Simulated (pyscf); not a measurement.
PySCF, gas phase, ωB97X-D3(BJ)/def2-SVP geometries.

Question: H₂N–Si(OH)(F)–F (SMILES N[Si](O)(F)F) + HF (SMILES F) -> HO–Si(F)(F)–F (SMILES O[Si](F)(F)F) + NH₃ (SMILES N)
Surface: singlet. Broken: N–Si, F–H. Formed: F–Si, H–N. Give ΔE‡ and ΔE from ωB97M-D3(BJ)/def2-TZVP, relative to the separated reactants.

Answer: ΔE‡ = 16.3 kJ/mol, ΔE = -75.7 kJ/mol. Zero-point energy shifts the barrier by +7.8 kJ/mol. It is a four-centre exchange, with an imaginary mode of 730i cm⁻¹. On the reactant side the descent ends in a bound adduct, 45.8 kJ/mol under the separated species and 62.4 kJ/mol under the saddle at ωB97X-D3(BJ)/def2-TZVP. On the product side the descent ends in an adduct with a N–Si contact (not fully relaxed), 5.9 kJ/mol under the separated species and 94.8 kJ/mol under the saddle at ωB97X-D3(BJ)/def2-TZVP. What is counted as broken (N–Si) persists as a longer contact in the product adduct; parting that adduct is a step of its own. This is the saddle that the search found; another between the same sides may lie lower.
